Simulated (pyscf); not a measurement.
Structures and frequencies: ωB97X-D3(BJ)/def2-SVP in PySCF. Correlated levels are frozen-core, on RHF or UHF. ΔMP2 is the change of the MP2 total energy from the triple- to the quadruple-zeta basis.

Question: PBE/def2-TZVP puts the barrier of O=PH + PH₃ -> HO–PH–PH₂ (addition across a multiple bond or ene-type step; singlet surface; H–P broken, H–O, P–P formed) at 5.8 kcal/mol and the reaction energy at -32.9 kcal/mol, from the separated reactants. What do r²SCAN/def2-TZVP, B3LYP-D3(BJ)/def2-TZVP, CCSD(T)/def2-TZVPP + ΔMP2(QZVPP) give on the same structures?

Answer: r²SCAN: ΔE‡ = 6.9 kcal/mol, ΔE = -35.4 kcal/mol; B3LYP-D3(BJ): ΔE‡ = 13.0 kcal/mol, ΔE = -31.7 kcal/mol; CCSD(T): ΔE‡ = 16.1 kcal/mol, ΔE = -31.0 kcal/mol. PBE's barrier lies under all of them, by 1.1 to 10.3 kcal/mol. Its reaction energy lies among theirs. On the reactant side the descent ends in a bound adduct, 8.6 kcal/mol under the separated species and 20.1 kcal/mol under the saddle at ωB97X-D3(BJ)/def2-TZVP. At ωB97X-D3(BJ) the barrier from the zero used here is 11.5 kcal/mol. One saddle was located; it need not be the lowest between these sides. The CCSD(T) − MP2 part came from Ansatz, without density fitting, on the same reference.
